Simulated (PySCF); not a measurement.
Formyl chloride, CHClO.
Numbering: `[O:1]=[CH:2][Cl:3]` (hydrogens: H4 on C2)

Level: B3LYP/def2-SVPD in PySCF, non-relativistic, on one gas-phase PBE0-D3(BJ)/def2-SVP geometry that isn't relaxed in the solvent. The solvent is an IEF-PCM continuum (van der Waals radii × 1.2). The model holds no explicit solvent molecules, cavitation or dispersion.

Gas phase at B3LYP/def2-SVPD: HOMO -8.90 eV, LUMO -1.99 eV, dipole 1.86 D.

Q: What does the continuum do to the energy, the frontier levels and the dipole at B3LYP/def2-SVPD in benzene and chloroform?

A: 
```tsv
solvent	ε	E(solvent) − E(gas) (kcal/mol)	polarisation term (kcal/mol)	distortion of the solute (kcal/mol)	HOMO (eV)	LUMO (eV)	dipole (D)
benzene	2.271	-1.62	-1.76	0.14	-8.84	-1.88	2.10
chloroform	4.711	-2.60	-2.97	0.37	-8.81	-1.83	2.26
```

The polarisation term is half the interaction of the solute with the surface charges that it induces; the rest is the cost of distorting the solute's density. The sum is the electrostatic part of solvation alone. From benzene to chloroform the lowering changes by a factor 1.61, Onsager's factor (ε − 1)/(2ε + 1) by 1.55 and ε itself by 2.1.

Q: Which radius a makes the point-dipole formula ΔE = −[(ε − 1)/(2ε + 1)]·μ²/a³ give the value in chloroform, with the gas-phase dipole?

A: μ = 0.731 au and |ΔE| = 0.00414 Eh give a = 1.89 Å; the farthest nucleus lies 1.58 Å from the centroid of the nuclei. The formula assumes a rigid point dipole at the centre of a sphere.

Q: How does the static polarisability (B3LYP/def2-SVPD, frozen core, with the continuum's full static response) change?

A: 
```json
{"medium": "gas", "isotropic (au)": "31.8", "principal values (au)": "23.1, 29.2, 43.2", "⟨r²⟩ of the electrons (bohr²)": "216.4"}
{"medium": "benzene", "isotropic (au)": "35.8", "principal values (au)": "25.6, 32.5, 49.1", "⟨r²⟩ of the electrons (bohr²)": "216.5"}
{"medium": "chloroform", "isotropic (au)": "38.3", "principal values (au)": "27.4, 34.8, 52.7", "⟨r²⟩ of the electrons (bohr²)": "216.5"}
```

The isotropic value in chloroform is 1.20 times the gas-phase one; no cavity-field correction is applied. ⟨r²⟩ is taken about the centre of nuclear charge.
